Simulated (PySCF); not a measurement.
# ClH (HCl): the cost of one run

Computed with PySCF 2.14.0, with density-fitted response routines of our own, on a single molecule, in the gas phase or a continuum. Atoms are numbered from 0 throughout.

## Step 1: The starting structure

2 atoms, charge 0, multiplicity 1; geometry from: GFN2-xTB. The atoms were then displaced at random by about 0.01 Å, so the start is not that level's minimum.

Bonds of the start (Å): Cl0–H1 1.30.

## Step 2: Geometry optimisation at PBE0-D3(BJ)/def2-TZVP

The job: settings as JSON, then the geometry in Å.

```
{"job": {"xc": "PBE0", "basis": "def2-TZVP", "d3": "d3bj", "grid": 2, "shake": 0.01, "kind": "geom"}, "charge": 0, "multiplicity": 1}
Cl     0.660350    -0.028340     0.001210
H     -0.642860    -0.000470    -0.013340
```

On the command line:

```
OMP_NUM_THREADS=1 python probes_run.py task.json out
```

One launch serves the whole session: the jobs run in the order shown.

Q: Estimate the wall time and peak memory of this first job on 1 thread of Intel Xeon at 2.30GHz, shared host.

About 1.4 s, with a peak of 0.26 GiB.
